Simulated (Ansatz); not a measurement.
**BH3+ (doublet): the correlation ladder, cc-pVTZ**

One table from this session's results is given with a row withheld; the runs are named, their logs left out.

The runs use Ansatz 0.2.0, Gaussian basis; cc-pVTZ, core rule «outside noble gas», up to 1 orbitals frozen.

The runs, in order: UHF; CCSD(T) on ROHF; CCSD(T) on UHF; BCCD(T) on ROHF; CCSDT(Q) on ROHF; CCSDT(Q) on UHF; CASSCF and MRCISD+Q, 5 electrons in 7 orbitals; CASSCF and MRCISD+Q(relaxed), 5 electrons in 7 orbitals; CASSCF and NEVPT2, 5 electrons in 7 orbitals.

16 further runs of the same task are left out: 4 for a known fault of the program, 4 that didn't finish, 8 set aside as unsound or not needed.

## What is computed

The geometry is a PBE0/def2-TZVP stationary point (not a proven minimum) of the parent state, kept for this charge and spin.

4 atoms, charge 1, spin multiplicity 2.

Atoms are counted from 1 here; the program's logs count them from 0.

Bond lengths: B1–H2 1.193 Å, B1–H3 1.193 Å, B1–H4 1.193 Å. Angles: H2–B1–H3 120.0°, H2–B1–H4 120.0°, H3–B1–H4 120.0°.

Set-up of the first run:

Contents of in.yaml:

```yaml
crystal:
  periodic: [false, false, false]
  atoms:
    - {symbol: B, position_ang: [0.000000, 0.000000, 0.000000]}
    - {symbol: H, position_ang: [1.193377, 0.014556, -0.000258]}
    - {symbol: H, position_ang: [-0.609294, 1.026213, -0.002837]}
    - {symbol: H, position_ang: [-0.584082, -1.040768, 0.003095]}
basis:
  gaussian: {orbitals: cc-pVTZ}
total_charge: 1
magnetization: {spin_polarized: true, initial_magnetization: 1}
hamiltonian: {xc: hf}
output: {orbitals: {seedname: orbitals}}
```

Launch:

```sh
$ ansatz run in.yaml --threads 1 --pin off --events-out ev --progress --plain --max-ram 2393MiB
```

Steps of the session up to this table: UHF; CCSD(T) on ROHF; CCSD(T) on UHF; BCCD(T) on ROHF; CCSDT(Q) on ROHF; CCSDT(Q) on UHF; CASSCF and MRCISD+Q, 5 electrons in 7 orbitals; CASSCF and MRCISD+Q(relaxed), 5 electrons in 7 orbitals; CASSCF and NEVPT2, 5 electrons in 7 orbitals.

One of the session's tables, all rows but one given; the rest of the session is left out.

It belongs to the step «Misses and costs». 

```
                   method  from UCCSDT(Q) (meV)
                      UHF               +2896.7
                     RMP2                     ?
                     UMP2                +653.8
                    RCCSD                 +72.0
                    UCCSD                 +66.6
                 RCCSD(T)                 +13.6
                 UCCSD(T)                 +13.5
                  BCCD(T)                 +13.8
                   RCCSDT                  +1.2
                   UCCSDT                  +0.8
                RCCSDT(Q)                  +0.4
                UCCSDT(Q)                     0
           CASSCF valence               +1608.4
           NEVPT2 valence                +341.4
           MRCISD valence                 +44.7
         MRCISD+Q valence                  +7.5
MRCISD+Q(relaxed) valence                 -13.3
```

**Question.** Estimate the row for RMP2.

As computed: from UCCSDT(Q) (meV): +623.1. In the column «from UCCSDT(Q) (meV)» it lies between NEVPT2 valence (+341.4) and UMP2 (+653.8).

Left out of the table: ROHF (another determinant or state than the rows shown).

To keep in mind: Restricted and unrestricted rows rest on different reference determinants; where their highest levels disagree by more than a few hundredths of an eV, they describe different states and don't form one ladder.
